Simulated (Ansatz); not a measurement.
Results of LDA in Ansatz (plane waves, PAW) for hcp Zr.

Run with plane-wave cutoff 520 eV, 18×18×12 k mesh (along the axes of the cell as run), Fermi–Dirac smearing 0.05 eV, scalar-relativistic PAW data made under PBE.

Response to compression and expansion:

Shape and atoms are relaxed at each volume.

```tsv
V (Å³/atom)	P (GPa)	c (Å)	a (Å)
20.914	4.43	5.040	3.096
21.350	2.12	5.061	3.121
21.785	0.00	5.083	3.146
22.221	-1.97	5.106	3.170
22.657	-3.79	5.131	3.193
```

Ansatz is a first-principles code.
